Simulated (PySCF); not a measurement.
# FSN: map over both bonds

These are results of PBE0/[S def2-TZVP, N def2-TZVP, F def2-TZVP], no relativity, density fitting, PySCF, not measurements.

Rigid scan from the singlet minimum (S–F 1.642 Å, S–N 1.436 Å; F–S–N 116.2°). Coordinate: rows scale the first bond (S–N), columns the second (S–F). Energies in kJ/mol from the minimum.

| scale \ scale | 0.94 | 0.97 | 1.00 | 1.04 | 1.09 | 1.15 |
| --- | --- | --- | --- | --- | --- | --- |
| 0.94 | 45.4 | 35.7 | 32.4 | ? | 46.9 | 68.8 |
| 0.97 | 19.6 | ? | 7.4 | ? | 22.8 | ? |
| 1.00 | 11.5 | 2.6 | 0.0 | 3.7 | 16.4 | 39.1 |
| 1.04 | 21.0 | 12.7 | 10.6 | 15.0 | 28.4 | 51.8 |
| 1.09 | ? | 47.9 | 46.6 | 51.9 | 66.4 | 90.7 |
| 1.15 | 116.4 | 109.8 | 109.4 | 116.0 | 131.9 | 157.6 |

(1) Fill in the five missing cells, row by row.

Results:

(1) 35.2, 10.4, 10.6, 45.0, 55.4.

Other isomers or separated fragments may lie lower.

The scan took 25 s on 2 threads of a shared Arm Neoverse V2 host; the process peaked at 0.84 GiB. Launch command: `OMP_NUM_THREADS=2 python axn.py task.json out`.
